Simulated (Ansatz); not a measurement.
A made-up structure of C2HO, doublet:

```
atom    x (Å)    y (Å)    z (Å)
  C1  -0.5076   0.1737  -0.7126
  C2   0.3884  -0.2147   0.1098
  O3   1.2582  -0.7365   0.8912
  H4  -1.1968   0.8327  -0.2495
```

It is relaxed with PBE-D4/def2-SVP and then PBE0-D4/def2-TZVP (Ansatz 0.2.0). Atoms count as bonded within 1.22 times the sum of their covalent radii (H–H: 0.88 Å). The end point is not checked to be a true minimum.

Problem. Does its bonding change? (Judge from chemistry; the calculation decides.)

Solution. Computed: No: no bond forms or breaks.

Where it ends: The first stage lowers the energy by 0.64 eV in 9 steps. It ends as C₂HO ([CH][C][O]):
| atom | x (Å) | y (Å) | z (Å) |
| --- | --- | --- | --- |
| C1 | -0.4849 | 0.2178 | -0.5322 |
| C2 | 0.4304 | -0.2610 | 0.2368 |
| O3 | 1.3193 | -0.7834 | 0.7832 |
| H4 | -1.3227 | 0.8819 | -0.4489 |

Labels in which every atom is bracketed show which atoms are joined, not bond orders.

For scale, one of the runs: PBE0-D4/def2-TZVP relaxation, 99 basis functions, launched by `ansatz run in.yaml --threads 2 --pin off --events-out ev --progress --plain --max-ram 4352MiB`. Hardware: 2 CPU threads of an Arm Neoverse V2, shared host. Wall time about 19 s.
